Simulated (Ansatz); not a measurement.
One geometry of B(CO)H3 (CH₃BO), several levels of theory.

```yaml
crystal:
  periodic: [false, false, false]
  atoms:
    - {symbol: B, position_ang: [-0.011265, 0.002286, -0.532075]}
    - {symbol: C, position_ang: [0.013277, 0.006073, 0.972075]}
    - {symbol: O, position_ang: [0.039568, -0.001786, 2.115214]}
    - {symbol: H, position_ang: [1.159442, 0.003378, -0.863954]}
    - {symbol: H, position_ang: [-0.606124, 1.011610, -0.856624]}
    - {symbol: H, position_ang: [-0.594898, -1.021551, -0.834637]}
basis:
  gaussian: {orbitals: def2-TZVP, initial_orbitals: start.molden}
hamiltonian: {xc: pbe0, dispersion: d4}
output: {orbitals: {seedname: orbitals}}
```

The file start.molden holds the orbitals of an earlier run on this structure, at another level or in another basis.

```sh
$ ansatz run in.yaml --threads 2 --pin off --events-out ev --progress --plain --max-ram 4352MiB
```

It prints (some lines left out):

```
Functional definition: PBE0
632 factors; their error is unknown
mean field evaluation 1: about -3805.5135 eV, gradient 7.3e0 eV
mean field evaluation 2: about -3805.5882 eV, gradient 1.1e-1 eV
mean field evaluation 4: about -3805.5978 eV, gradient 3.6e-4 eV
mean field evaluation 8: about -3802.6602 eV, gradient 3.5e1 eV
mean field evaluation 16: about -3805.5978 eV, gradient 2.0e-1 eV
mean field -3805.59784862 eV, -139.8531414100 hartree, gradient 2.5e-5 eV, S^2 0.000000; 1 other end points of the search recorded, 0 dependent functions left out
reference -3805.59787417 eV, -139.8531423489 hartree; 11, 11 occupied and 100, 100 virtual orbitals, 632 factors
Total energy: -3805.64986262 eV, -139.8550528892 hartree
```

It took 1.1 s on 2 threads of AMD EPYC 7R43 on a shared host.

First input, but with `gaussian: {orbitals: def2-SVP, initial_orbitals: start.molden}`, `scf: {omitted_lower_state_checks: [starts]}` (abridged; 3.3 s):

```
Functional definition: PBE0
mean field -3801.19178491 eV, -139.6912215550 hartree, gradient 2.3e-5 eV, S^2 0.000000
Total energy: -3801.24379197 eV, -139.6931327793 hartree
Checks for a lower state left out: starts
```

As the first input, with `hamiltonian: {xc: {name: r2SCANh}, dispersion: d4}`, `scf: {omitted_lower_state_checks: [starts]}` (abridged; 1.5 s):

```
Functional definition: r2SCANh
mean field -3807.81100653 eV, -139.9344734629 hartree, gradient 2.3e-5 eV, S^2 0.000000
Total energy: -3807.82655215 eV, -139.9350447539 hartree
Checks for a lower state left out: starts
```

The first input with `gaussian: {orbitals: 6-31G}`, `hamiltonian: {xc: hf}`, `scf: {omitted_lower_state_checks: [starts]}` (abridged; 0.2 s):

```
Functional definition: HF
mean field -3783.91817182 eV, -139.0564279825 hartree, gradient 2.4e-5 eV, S^2 0.000000
Total energy: -3783.91817182 eV, -139.0564279825 hartree
Checks for a lower state left out: starts
```

As the first input, with `hamiltonian: {xc: {name: revPBE}, dispersion: d4}`, `scf: {omitted_lower_state_checks: [starts]}` (abridged; 0.7 s):

```
Functional definition: revPBE
mean field -3809.27257471 eV, -139.9881851028 hartree, gradient 8.5e-5 eV, S^2 0.000000
Total energy: -3809.50265859 eV, -139.9966405296 hartree
Checks for a lower state left out: starts
```

As the first input, with `hamiltonian: {xc: pbe, dispersion: d4}`, `scf: {omitted_lower_state_checks: [starts]}`, `output: {forces: true, orbitals: {seedname: orbitals}}` (abridged; 2.6 s):

```
Functional definition: PBE
mean field -3805.56110007 eV, -139.8517909257 hartree, gradient 7.6e-6 eV, S^2 0.000000
Total energy: -3805.62425186 eV, -139.8541117112 hartree
Atom 0 force    -0.000026    -0.000020    -0.006112 eV/Å
Atom 1 force     0.013676    -0.019083     0.004028 eV/Å
Atom 2 force    -0.009922     0.013769    -0.004909 eV/Å
Atom 3 force    -0.005868     0.000962    -0.000056 eV/Å
Atom 4 force     0.000453    -0.000835     0.006544 eV/Å
Atom 5 force     0.001687     0.005206     0.000505 eV/Å
Dipole moment:     0.003375     0.001278     0.236492 e Å
Checks for a lower state left out: starts
```

First input, but with `hamiltonian: {xc: {name: BLYP}, dispersion: d4}`, `scf: {omitted_lower_state_checks: [starts]}` (abridged; 0.75 s):

```
Functional definition: BLYP
mean field -3809.30131614 eV, -139.9892413309 hartree, gradient 1.2e-5 eV, S^2 0.000000
Total energy: -3809.44694474 eV, -139.9945930835 hartree
Checks for a lower state left out: starts
```

Geometry: PBE-D4/def2-TZVP.
